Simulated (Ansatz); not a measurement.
# How the TO phonon frequency at L of rock-salt AgCl moves with the method

No measured value is used here.

```tsv
level (code)	value (cm⁻¹)	cell (Å³/atom)
LDA (Ansatz)	72	19.19
PBE (Ansatz)	54	22.09
r²SCAN (Ansatz)	66	21.31
```

Each level is taken at its own relaxed cell. Cutoffs differ between the levels. Ansatz's density-functional and Hartree–Fock values are scalar-relativistic unless marked +SOC, with PAW data made under PBE.

Ansatz is a first-principles code.
